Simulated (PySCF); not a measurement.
## Boron: a sound run and one with changed settings

Sound run: B [He] 2s2 2p1, B⁺ [He] 2s2. Calculation: PySCF 2.14, in def2-TZVP; the non-relativistic Hamiltonian (point nucleus). In the sound run the correlated levels freeze 1s2. The sound run starts from symmetry-adapted Hartree-Fock orbitals and uses a fine grid where one is needed.

Changed run: a valence shell is frozen. This setting is unsound on purpose.

Ionisation energy of B:

| method | sound run (eV) | changed run (eV) |
| --- | --- | --- |
| UHF | 8.041 | 8.041 |
| MP2 | 8.260 | 8.041 |
| SCS-MP2 | 8.230 | 8.041 |
| CCSD | 8.172 | 8.041 |
| CCSD(T) | 8.207 | 8.041 |
| CCSDT | n/a | 8.041 |
| FCI | n/a | 8.041 |

Freezing a valence shell removes pair correlation that changes on ionisation.

For comparison, NIST gives 8.298 eV between the lowest levels.
